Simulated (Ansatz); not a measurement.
We consider rock-salt GdN, described by r²SCAN in Ansatz (PAW).

Settings: plane-wave cutoff 560 eV, 12×12×12 k mesh, Fermi–Dirac smearing 0.01 eV, spin-polarised with parallel moments, scalar-relativistic PAW data made under PBE.

The cell has the measured lattice: a = b = c = 4.9740 Å, α = β = γ = 90.00°.

Problem. Estimate the magnetic moment (largest site, within a sphere) that the calculation returns.

Solution. 
* **magnetic moment (largest site, within a sphere)**: 6.93 μB

Note: the 4f shell is treated without U or exact exchange, so its levels and filling can be wrong; cell and atoms aren't relaxed at this level.

Moments are spin moments.

Spin–orbit coupling is not included; it can open a gap where bands touch, and shift volumes and moduli.

Ansatz is an electronic-structure program.
